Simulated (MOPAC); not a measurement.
MOPAC input (PM6):

```
PM6 FORCE THERMO(298,298) PRECISE LET GEO-OK AUX(PRECISION=9) THREADS=1
C4H8

C    -0.00142366 1    1.09427054 1   -0.00389082 1
C     0.00142384 1   -1.09427080 1    0.00392827 1
C    -1.09426164 1   -0.00144642 1   -0.00593922 1
C     1.09426153 1    0.00144688 1    0.00590575 1
H     0.00253369 1    1.73456958 1   -0.89159839 1
H    -0.00706035 1    1.74082563 1    0.87925913 1
H     0.00706011 1   -1.74088936 1   -0.87917297 1
H    -0.00253498 1   -1.73450569 1    0.89168482 1
H    -1.74251343 1    0.00086112 1    0.87598459 1
H    -1.73285186 1   -0.00545288 1   -0.89487306 1
H     1.73293174 1    0.00545355 1    0.89478039 1
H     1.74243487 1   -0.00086267 1   -0.87607829 1
```

Task: Which zero-point energy does it print?

Result: 64.25 kcal/mol, from the harmonic wavenumbers of PM6.
